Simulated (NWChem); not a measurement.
Species: C$_{4}$H$_{6}$; SMILES CC#CC

Computed with NWChem. Pople sets run with spherical d functions. Coordinates come from a PBE0/def2-SVP optimisation. Total energies compare along this basis series because the functional is fixed.

```
level            basis functions  energy (Ha)  highest occupied level (eV)  orbital gap (eV)  relative time
---------------  ---------------  -----------  ---------------------------  ----------------  -------------
B3LYP/STO-3G                  26    -154.0752                        -5.08             10.08              1
B3LYP/3-21G                   48    -155.1299                        -6.68              8.60              1
B3LYP/6-31G*                  68    -155.9755                        -6.52              8.34              1
B3LYP/def2-SVP                86    -155.8673                        -6.75              8.28              2
B3LYP/def2-SVPD              128    -155.8747                        -6.90              7.36              6
B3LYP/def2-TZVP              160    -156.0431                        -6.87              7.91             10
```

Times are rough ratios from one shared machine.
